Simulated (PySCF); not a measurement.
Vinylcyanoacetylene, C₅H₃N.
SMILES with atom numbers: `[CH2:1]=[CH:2][C:3]#[C:4][C:5]#[N:6]` (hydrogens: H7, H8 on C1; H9 on C2)

The same species was optimised twice, with GFN2-xTB and with PBE0-D3(BJ)/def2-SVP (PySCF), and the same property calculations (PySCF, gas phase) were run on both structures.

```json
{"coordinate": "C2–C3 (Å)", "GFN2-xTB": "1.402", "PBE0-D3(BJ)/def2-SVP": "1.417", "change": "+0.015"}
{"coordinate": "C4–C5 (Å)", "GFN2-xTB": "1.359", "PBE0-D3(BJ)/def2-SVP": "1.372", "change": "+0.013"}
{"coordinate": "C5≡N6 (Å)", "GFN2-xTB": "1.150", "PBE0-D3(BJ)/def2-SVP": "1.164", "change": "+0.014"}
{"coordinate": "C1=C2 (Å)", "GFN2-xTB": "1.331", "PBE0-D3(BJ)/def2-SVP": "1.342", "change": "+0.011"}
{"coordinate": "C3≡C4 (Å)", "GFN2-xTB": "1.213", "PBE0-D3(BJ)/def2-SVP": "1.220", "change": "+0.007"}
{"coordinate": "C1–C2–C3 (°)", "GFN2-xTB": "123.1", "PBE0-D3(BJ)/def2-SVP": "123.7", "change": "+0.6"}
{"coordinate": "C3–C4–C5 (°)", "GFN2-xTB": "179.4", "PBE0-D3(BJ)/def2-SVP": "179.9", "change": "+0.5"}
{"coordinate": "C2–C3–C4 (°)", "GFN2-xTB": "179.5", "PBE0-D3(BJ)/def2-SVP": "179.1", "change": "-0.4"}
{"coordinate": "C4–C5–N6 (°)", "GFN2-xTB": "179.7", "PBE0-D3(BJ)/def2-SVP": "179.9", "change": "+0.2"}
```

Rotational constants: A = 39395, B = 1401, C = 1353 MHz (GFN2-xTB) against A = 40128, B = 1369, C = 1324 MHz (PBE0-D3(BJ)/def2-SVP). Point groups within 0.08 Å: Cs and Cs.

On the GFN2-xTB structure: HOMO (eV) -7.88 [PBE0/pcSseg-1]; LUMO (eV) -2.31 [PBE0/pcSseg-1]; dipole (D) 5.13 [PBE0/pcSseg-1]; GIAO shielding of C1 (ppm) 38.7 [PBE0/pcSseg-1]; GIAO shielding of C2 (ppm) 65.7 [PBE0/pcSseg-1]; GIAO shielding of C3 (ppm) 103.1 [PBE0/pcSseg-1]; GIAO shielding of C4 (ppm) 110.5 [PBE0/pcSseg-1]; GIAO shielding of C5 (ppm) 75.5 [PBE0/pcSseg-1]; GIAO shielding of N6 (ppm) -51.5 [PBE0/pcSseg-1].

Q: What do these properties become on the PBE0-D3(BJ)/def2-SVP structure?

A: 
```tsv
property	level	on GFN2-xTB	on PBE0-D3(BJ)/def2-SVP	change
HOMO (eV)	PBE0/pcSseg-1	-7.88	-7.88	0.00
LUMO (eV)	PBE0/pcSseg-1	-2.31	-2.36	-0.05
dipole (D)	PBE0/pcSseg-1	5.13	5.16	+0.03
energy, GFN2-xTB geometry as zero (kcal/mol)	PBE0/pcSseg-1	0.0	-0.2	-0.2
GIAO shielding of C1 (ppm)	PBE0/pcSseg-1	38.7	35.6	-3.1
GIAO shielding of C2 (ppm)	PBE0/pcSseg-1	65.7	62.5	-3.2
GIAO shielding of C3 (ppm)	PBE0/pcSseg-1	103.1	103.3	+0.2
GIAO shielding of C4 (ppm)	PBE0/pcSseg-1	110.5	109.2	-1.3
GIAO shielding of C5 (ppm)	PBE0/pcSseg-1	75.5	73.2	-2.3
GIAO shielding of N6 (ppm)	PBE0/pcSseg-1	-51.5	-56.5	-5.0
```

The heavy atoms differ by 0.026 Å rms after alignment. Among bonds between heavy atoms C2–C3 and C5≡N6 change most and about equally (+0.014 to +0.015 Å). Changes are differences of the printed values. Neither structure is proved a minimum here.
